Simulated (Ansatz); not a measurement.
```yaml
crystal:
  periodic: [false, false, false]
  atoms:
    - {symbol: Ta, position_ang: [0.000000, 0.000000, 0.000000]}
    - {symbol: O, position_ang: [0.000000, 0.000000, 2.110000]}
basis:
  gaussian: {orbitals: def2-TZVP}
total_charge: 1
hamiltonian: {xc: pbe0}
relax: {f_tol: 0.004, max_steps: 80}
```

```sh
$ ansatz run in.yaml --threads 1 --pin off --events-out ev --progress --plain --max-ram 2176MiB
```

Steps of the relaxation (energy above the last step; positions in Å, forces in eV/Å):

```
2
step 1, 3594.4 meV
Ta    0.000    0.000    0.000    0.000    0.000   10.467
O     0.000    0.000    2.110    0.000    0.000  -10.467
```

```
2
step 2, 146.5 meV
Ta    0.000    0.000    0.195    0.000    0.000    4.051
O     0.000    0.000    1.915    0.000    0.000   -4.051
```

```
2
step 3, 244.2 meV
Ta    0.000    0.000    0.268    0.000    0.000   -6.710
O     0.000    0.000    1.842    0.000    0.000    6.710
```

```
2
step 4, 0.0 meV
Ta    0.000    0.000    0.229    0.000    0.000   -0.017
O     0.000    0.000    1.881    0.000    0.000    0.017
```

```
2
step 5, 0.0 meV
Ta    0.000    0.000    0.229    0.000    0.000    0.001
O     0.000    0.000    1.881    0.000    0.000   -0.001
```

Close pairs at the end: Ta1–O2 1.652 Å.

A stationary point of restricted PBE0 after 5 steps (its stability towards spin polarisation wasn't tested). 4.2 s on 1 thread of Intel Xeon 6975P-C, shared host.
